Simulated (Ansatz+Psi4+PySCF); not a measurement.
Values are calculated unless marked as measured or tabulated.
Input for PySCF 2.14.0:

```python
from pyscf import gto, scf, mp

# the (T+d) and (D+d) sets load through basis_set_exchange
mol = gto.M(atom="""
Al 0.000000 0.000000 -0.010560
F 0.000000 0.000000 1.990560
""", basis={'Al': 'cc-pv(t+d)z', 'F': 'cc-pvtz'}, charge=1, spin=1)
mf = scf.UHF(mol)
mf.kernel()
pt = mp.MP2(mf, frozen=6).run()
print(mf.e_tot, pt.e_corr, pt.e_tot)
```

The script is written out from the run's settings.

The run gave:

| Quantity | Value |
| --- | --- |
| Converged | yes |
| Reference energy | -341.09300 hartree |
| Correlation energy | -0.29073 hartree |
| Total energy | -341.38373 hartree |
| Spin squared of the determinant | 0.794 |

Messages of the program:
```
WARN: HOMO -0.316026365946385 >= LUMO -0.316026365946385
WARN: HOMO -0.316026365946385 >= LUMO -0.316026365946385
```

Caution: bonds are stretched, where a single reference can fail.
